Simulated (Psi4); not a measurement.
# UHF/def2-TZVP run of SiH2SF (SMILES F[SiH]S)

Aim: the energy change on altering one bond length of SiH2SF at UHF/def2-TZVP, from 2 runs. 

The results are computed with Psi4 1.11.

2 further runs of the same task are left out: 2 set aside as unsound or not needed.

## Step 1: The structure to begin with

The species is SiH2SF (5 atoms), meant as a doublet with charge 0. SMILES: `F[SiH]S`. Geometry: relaxed at PBE0-D4/def2-TZVP. This is one conformer, not always the lowest.

Bond lengths: F1–Si2 1.603 Å, Si2–S3 2.122 Å, Si2–H4 1.489 Å, S3–H5 1.344 Å. Angles: F1–Si2–S3 112.5°, F1–Si2–H4 107.6°, S3–Si2–H4 105.3°, Si2–S3–H5 95.0°.

## Step 2: A single-point energy at UHF/def2-TZVP

File fh2ssi.json:

```json
{
 "schema_name": "qcschema_input",
 "schema_version": 1,
 "molecule": {
  "schema_name": "qcschema_molecule",
  "schema_version": 2,
  "symbols": ["F", "Si", "S", "H", "H"],
  "geometry": [-2.34760676, -0.99626361, 2.14332737, -1.18939362, -0.31747399, -0.57315393, 2.64693938, 0.82864491, -0.36244947, -1.1750317, -2.67679706, -2.10798949, 2.15939004, 3.02261694, 0.82203086],
  "molecular_charge": 0,
  "molecular_multiplicity": 2,
  "fix_symmetry": "c1"
 },
 "driver": "energy",
 "model": {
  "method": "hf",
  "basis": "def2-TZVP"
 },
 "keywords": {
  "reference": "uhf",
  "puream": true,
  "e_convergence": 1e-09,
  "d_convergence": 1e-08,
  "scf_type": "pk",
  "maxiter": 200
 }
}
```

Run with:

```bash
psi4 --qcschema fh2ssi.json -n 1 --memory 1600MB
```

stdout:

```text
[...]
  Running in c1 symmetry.
[...]
  Nuclear repulsion =  142.484404918695844
[...]
  Multiplicity = 2
[...]
  Nalpha       = 21
  Nbeta        = 20
[...]
    Number of basis functions: 117
[...]
   @UHF iter   1:  -787.11822354981075   -6.00379e-01   3.42429e-03 DIIS/ADIIS
[...]
   @UHF iter  14:  -787.18998898961104   -1.43245e-11   9.91277e-09 DIIS
[...]
   @S^2 Observed:                7.559985722E-01
[...]
    Orbital Energies [Eh]
    ---------------------
    Alpha Occupied:
       1A    -91.965516     2A    -68.847563     3A    -26.294515
       4A     -8.972073     5A     -6.654560     6A     -6.652778
       7A     -6.651694     8A     -6.191419     9A     -4.302684
      10A     -4.294831    11A     -4.294116    12A     -1.596871
      13A     -0.991254    14A     -0.772085    15A     -0.682482
      16A     -0.673590    17A     -0.633851    18A     -0.546091
      19A     -0.485107    20A     -0.413478    21A     -0.350481
    Alpha Virtual:
      22A      0.114390    23A      0.119822    24A      0.144935
      25A      0.182391    26A      0.254645    27A      0.259349
[...]
  @UHF Final Energy:  -787.18998898961104
   => Energetics <=
    Nuclear Repulsion Energy =            142.4844049186958443
    One-Electron Energy =               -1375.3569260736280739
    Two-Electron Energy =                 445.6825321653211631
    Total Energy =                       -787.1899889896110381
  UHF NO Occupations:
  HONO-2 :   19  A 1.9995731
  HONO-1 :   20  A 1.9977450
[...]
 Multipole Moments:
 ------------------------------------------------------------------------------------
     Multipole            Electronic (a.u.)      Nuclear  (a.u.)        Total (a.u.)
 ------------------------------------------------------------------------------------
 L = 1.  Multiply by 2.5417464519 to convert [e a0] to [Debye]
 Dipole X            :         -1.6972887            1.6339078           -0.0633809
 Dipole Y            :         -0.3184983            0.6829969            0.3644987
 Dipole Z            :          1.4773510           -1.7951422           -0.3177912
 Magnitude           :                                                    0.4877168
[...]
```

The result, in JSON:

```text
{
 "driver": "energy",
 "model": {
  "method": "hf",
  "basis": "def2-TZVP"
 },
 "success": true,
 "return_result": -787.189988989611,
 "properties": {
  "calcinfo_nbasis": 117,
  "calcinfo_nmo": 117,
  "calcinfo_nalpha": 21,
  "calcinfo_nbeta": 20,
  "calcinfo_natom": 5,
  "nuclear_repulsion_energy": 142.48440491869584,
  "return_energy": -787.189988989611,
  "scf_one_electron_energy": -1375.356926073628,
  "scf_two_electron_energy": 445.68253216532116,
  "scf_dipole_moment": [-0.06338090631581395, 0.36449866821927923, -0.3177911754772973],
  "scf_total_energy": -787.189988989611,
  "scf_iterations": 14
 }
}
```

Wall time 6 s (1 thread of AMD EPYC 7R43 (Zen 3), shared host); peak memory 0.55 GiB.

## Step 3: The distorted shape: energy and forces at UHF/def2-TZVP

File fh2ssi.dat:

```
memory 1600 mb

molecule molecule1 {
  0 2
  F
  Si 1 r2
  S 2 r3 1 a3
  H 2 r4 1 a4 3 d4
  H 3 r5 2 a5 4 d5

  r2 = 1.603458
  r3 = 2.121693
  a3 = 112.49846
  r4 = 1.489456
  a4 = 107.64003
  d4 = 115.52189
  r5 = 2.0166
  a5 = 95.03365
  d5 = 174.16716
  symmetry c1
}

set globals {
  reference uhf
  puream true
  e_convergence 1e-09
  d_convergence 1e-08
  scf_type pk
  maxiter 200
}

energy_value, wavefunction = gradient("hf/def2-TZVP", return_wfn=True)
oeprop(wavefunction, "DIPOLE", "WIBERG_LOWDIN_INDICES", "LOWDIN_CHARGES")
```

Run with:

```bash
psi4 -i fh2ssi.dat -o fh2ssi.out -n 1
```

fh2ssi.out:

```text
[...]
  Running in c1 symmetry.
[...]
  Nuclear repulsion =  139.843017521179831
[...]
  Multiplicity = 2
[...]
  Nalpha       = 21
  Nbeta        = 20
[...]
    Number of basis functions: 117
[...]
   @UHF iter   1:  -786.99534862921519   -7.83563e-01   3.56995e-03 ADIIS/DIIS
[...]
   @UHF iter  20:  -787.09391729349625   -1.90994e-11   9.83030e-09 DIIS
[...]
   @S^2 Observed:                7.587268934E-01
[...]
    Orbital Energies [Eh]
    ---------------------
    Alpha Occupied:
       1A    -91.996744     2A    -68.848676     3A    -26.294101
       4A     -8.997102     5A     -6.678907     6A     -6.677516
       7A     -6.675927     8A     -6.192382     9A     -4.303644
      10A     -4.295789    11A     -4.295049    12A     -1.596309
      13A     -0.955793    14A     -0.767246    15A     -0.680875
      16A     -0.673017    17A     -0.618634    18A     -0.485838
      19A     -0.459161    20A     -0.414934    21A     -0.347151
    Alpha Virtual:
      22A     -0.000791    23A      0.119218    24A      0.136078
      25A      0.180042    26A      0.253967    27A      0.274359
[...]
  @UHF Final Energy:  -787.09391729349625
   => Energetics <=
    Nuclear Repulsion Energy =            139.8430175211798314
    One-Electron Energy =               -1369.9113012766426891
    Two-Electron Energy =                 442.9743664619664401
    Total Energy =                       -787.0939172934963608
  UHF NO Occupations:
  HONO-2 :   19  A 1.9989062
  HONO-1 :   20  A 1.9973047
[...]
  -Total Gradient:
     Atom            X                  Y                   Z
    ------   -----------------  -----------------  -----------------
       1        0.000120396972     0.000458221474    -0.018171720628
       2       -0.003666904909    -0.003052850254     0.016865080762
       3        0.081216910363     0.020883779091     0.025567435890
       4        0.004675764351     0.002236781943     0.001585033200
       5       -0.082346166776    -0.020525932253    -0.025845829227
[...]
 Multipole Moments:
 ------------------------------------------------------------------------------------
     Multipole            Electronic (a.u.)      Nuclear  (a.u.)        Total (a.u.)
 ------------------------------------------------------------------------------------
 L = 1.  Multiply by 2.5417464519 to convert [e a0] to [Debye]
 Dipole X            :          0.2555698           -0.5487869           -0.2932171
 Dipole Y            :          1.0961236           -0.9485774            0.1475462
 Dipole Z            :         -1.8578365            2.2016108            0.3437744
 Magnitude           :                                                    0.4753177
[...]
```

It took 16 s on 1 thread of AMD EPYC 7R43 (Zen 3), shared host; peak memory 0.55 GiB.

## Step 4: What came out

At UHF/def2-TZVP:

| quantity | value |
| --- | --- |
| first shape: total energy | -787.18999 Eh |
| first shape: dipole moment | 1.24 D |
| first shape: HOMO energy (highest over α and β) | -9.54 eV |
| first shape: LUMO energy (lowest over α and β) | 1.01 eV |
| first shape: ⟨S²⟩ | 0.756 |
| distorted shape: total energy | -787.09392 Eh |
| distorted shape: dipole moment | 1.21 D |
| distorted shape: HOMO energy (highest over α and β) | -9.45 eV |
| distorted shape: LUMO energy (lowest over α and β) | -0.11 eV |
| distorted shape: ⟨S²⟩ | 0.759 |
| distorted shape: largest force on an atom | 4.562 eV/Å |
| energy change with the S3–H5 bond stretched from 1.344 to 2.017 Å | 2.614 eV |

In words: With the S3–H5 bond stretched from 1.344 to 2.017 Å the energy rises by 2.61 eV (252 kJ/mol). The first shape isn't relaxed at this level, so the change isn't measured from a minimum.
